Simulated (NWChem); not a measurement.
**UTPSSh/aug-cc-pVDZ run of BF2 (SMILES F[B]F)**

Aim: the vertical ionisation energy of BF2 at UTPSSh/aug-cc-pVDZ, from 2 runs. 

The results are computed with NWChem 7.3.0.

### 1 Starting point

BF2 has 3 atoms, charge 0, and is taken as a doublet. As SMILES, `F[B]F`. The coordinates come from a PBE0-D4/def2-TZVP relaxation.

Bond lengths: F1–B2 1.306 Å, B2–F3 1.306 Å. Angles: F1–B2–F3 121.1°.

### 2 The energy at UTPSSh/aug-cc-pVDZ

Input file bf2.xyz:

```xyz
3
BF2 energy
F      0.513100    -1.044300     0.160000
B      0.279000     0.240500     0.181300
F     -0.802900     0.738900    -0.354600
```

Input file bf2.nw:

```
start bf2
title "BF2 energy"
memory stack 880 mb heap 220 mb global 1100 mb
charge 0
geometry noautosym nocenter noautoz
load bf2.xyz
end
basis spherical bse
* library aug-cc-pVDZ
end
dft
xc xctpssh
mult 2
grid fine
convergence energy 1e-08
iterations 100
mulliken
noprint "final vectors analysis"
end
task dft
```

Command:

```bash
$ nwchem bf2.nw > bf2.out
```

Standard output:

```text
[...]
          Wavefunction type:  spin polarized.
          No. of atoms     :     3
          No. of electrons :    23
[...]
          Charge           :     0
          Spin multiplicity:     2
[...]
          AO basis - number of functions:    69
[...]
              XC Information
              --------------
                  TPSS hybrid Method XC Functional
                     Hartree-Fock (Exact) Exchange  0.100
                  TPSS metaGGA Exchange Functional  0.900
             TPSS03 metaGGA Correlation Functional  1.000
[...]
 d= 0,ls=0.0,diis     1   -224.4991446053 -2.80D+02  1.09D-02  1.63D-01     0.9
[...]
 d= 0,ls=0.0,diis     8   -224.5869222504  4.58D-09  1.34D-06  3.61D-08     5.7
[...]
         Total DFT energy =     -224.586922250427
      One electron energy =     -420.822815301130
           Coulomb energy =      165.923397141524
    Exchange-Corr. energy =      -24.989792394326
 Nuclear repulsion energy =       55.302288303505
[...]
      Total Density - Mulliken Population Analysis
     ---------------------------------------------
    Atom       Charge   Shell Charges
 -----------   ------   -------------------------------------------------------
    1 F    9     9.21   2.01  0.91  0.96  0.07  3.35  1.81  0.09  0.00  0.01
    2 B    5     4.58   2.02  0.56  0.37  0.03  1.32  0.09 -0.00  0.20 -0.00
    3 F    9     9.21   2.01  0.91  0.96  0.07  3.35  1.81  0.09  0.00  0.01
[...]
      <S2> =      0.7519 (Exact =     0.7500)
[...]
```

Wall time 6.6 s (1 thread of Intel Xeon 6975P-C (Granite Rapids), shared host); peak memory 0.1 GiB.

### 3 The singlet cation, same level

Input file nw.nw:

```
START nw
TITLE "BF2"
memory total 2200 mb
charge 1

GEOMETRY units angstrom noautosym nocenter noautoz
F        0.513100      -1.044300       0.160000
B        0.279000       0.240500       0.181300
F       -0.802900       0.738900      -0.354600
END

BASIS spherical bse
F library aug-cc-pVDZ
B library aug-cc-pVDZ
END

DFT
xc xctpssh
mult 1
grid fine
convergence energy 1e-08
iterations 100
mulliken
print low
END

TASK dft energy
```

Command:

```bash
$ nwchem nw.nw > nw.out
```

Standard output:

```text
[...]
 d= 0,ls=0.0,diis     1   -223.8647898376 -2.79D+02  4.36D-02  3.51D+00     0.6
[...]
 d= 0,ls=0.0,diis    10   -224.2044387655 -2.83D-10  3.08D-07  2.40D-09     5.8
         Total DFT energy =     -224.204438765464
      One electron energy =     -413.165370414682
           Coulomb energy =      158.254882652190
    Exchange-Corr. energy =      -24.596239306475
 Nuclear repulsion energy =       55.302288303504
[...]
      Total Density - Mulliken Population Analysis
     ---------------------------------------------
    Atom       Charge   Shell Charges
 -----------   ------   -------------------------------------------------------
    1 F    9     9.02   2.01  0.93  0.96  0.06  3.30  1.69  0.06  0.01  0.01
    2 B    5     3.97   2.02  0.50  0.06 -0.01  1.23 -0.03 -0.00  0.20  0.00
    3 F    9     9.02   2.01  0.93  0.96  0.06  3.30  1.69  0.06  0.01  0.01
[...]
```

Run time: 6.6 s. Hardware: 1 thread of Intel Xeon 6975P-C (Granite Rapids), shared host; peak memory 0.11 GiB.

### 4 Outcome

Level: UTPSSh/aug-cc-pVDZ.

| quantity | value |
| --- | --- |
| doublet BF2: total energy | -224.58692 Eh |
| doublet BF2: dipole moment | 0.21 D |
| doublet BF2: ⟨S²⟩ | 0.752 |
| singlet cation: total energy | -224.20444 Eh |
| vertical ionisation energy (to the singlet cation) | 10.408 eV |

What this shows: Removing an electron at fixed nuclei costs 10.41 eV (240 kcal/mol). Only the singlet of the ionised species was computed; a triplet could lie lower. Mulliken charges (doublet BF2) run from -0.21 on F1 to +0.42 on B2; in a basis this large or diffuse they mean little.
